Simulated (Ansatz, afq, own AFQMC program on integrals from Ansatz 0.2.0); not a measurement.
## Where AFQMC and coupled cluster stand for B2H, doublet

| atom | x (Å) | y (Å) | z (Å) |
| --- | --- | --- | --- |
| B | 0.0000 | 0.0000 | 0.1151 |
| B | 0.0000 | 0.0000 | -1.4076 |
| H | 0.0000 | 0.0000 | 1.2925 |

Connectivity, by distances: BH–B.

Basis 6-31G. Only valence electrons are correlated. AFQMC by an in-house program on the Cholesky factors that Ansatz 0.2.0 writes for its CCSD(T) run. The CISD trial takes its coefficients from CCSD amplitudes. Released means that phaseless walkers are propagated on without the constraint, phases kept. Error bars are statistical, one sigma.

Determinant: ROHF, the one that the program's search chose, which needn't be the lowest solution. The geometry is a point of a scan.

Full CI is exact in this basis; its frozen core comes from its own orbitals, which moves totals by up to a few meV.

Cautions: a spin-contaminated unrestricted determinant lies lower (UHF 999 meV lower, ⟨S²⟩ 1.75); the CCSDT(Q) amplitudes may be one of several solutions (largest double 0.83); the CCSDTQ amplitudes may be one of several solutions (largest double 0.98); the released energies move by 1.5 errors or more from one time to the next, so no released level is given (meV from the phaseless value at times in 1/Eh: -2 ± 4 at 0.24, -4 ± 3 at 0.51, -6.7 ± 1.9 at 0.99, -4.7 ± 1.6 at 1.62, -9.9 ± 2.0 at 2.40); the ph-AFQMC/HF walk drifts between its halves (2.1 errors); the ph-AFQMC/CISD walk drifts between its halves (2.4 errors); the determinant fills πx and πy unequally, so it mixes two states of the linear molecule, and each level undoes that mixture to a different degree, while full CI gives the lower state; full CI with its own frozen core; a state of higher spin lies lower (by 1.24 eV).

```
T1 diagnostic                               : 0.0287
weight of the determinant in the CISD state : 0.880
size of the correlated space                : 7 electrons in 18 orbitals
```

| level | correlation energy (eV) |
| --- | --- |
| MP2 | -2.0872 |
| CCSD | -2.8707 |
| CCSD(T) | -2.9573 |

Question: Estimate where full CI lies against CCSD(T) in the same basis.

Answer: 4.96 mEh below CCSD(T).

Reference: full CI, correlation energy -3.092 eV. CCSDTQ lies 1.5 meV above full CI, in part by the other frozen core, which shifts every row alike, so rows that close can't be ranked against it. The cautions show a poor starting determinant, so the rows tell how each method copes with it here, and full CI is the sure value.

```json
{"level": "CCSD(T)", "E − E(reference) (mEh)": "4.96", "share of correlation (%)": "95.64"}
{"level": "CCSDT", "E − E(reference) (mEh)": "1.20", "share of correlation (%)": "98.94"}
{"level": "CCSDT(Q)", "E − E(reference) (mEh)": "-0.06", "share of correlation (%)": "100.06"}
{"level": "CCSDTQ", "E − E(reference) (mEh)": "0.06", "share of correlation (%)": "99.95"}
{"level": "ph-AFQMC/HF", "E − E(reference) (mEh)": "10.06 ± 0.75", "share of correlation (%)": "91.15"}
{"level": "ph-AFQMC/CISD", "E − E(reference) (mEh)": "4.16 ± 0.13", "share of correlation (%)": "96.34"}
```

CCSDT and higher add their correlation energy to the determinant of the CCSD(T) run, since their own runs factorise the integrals more tightly (a shift of under 2 meV).
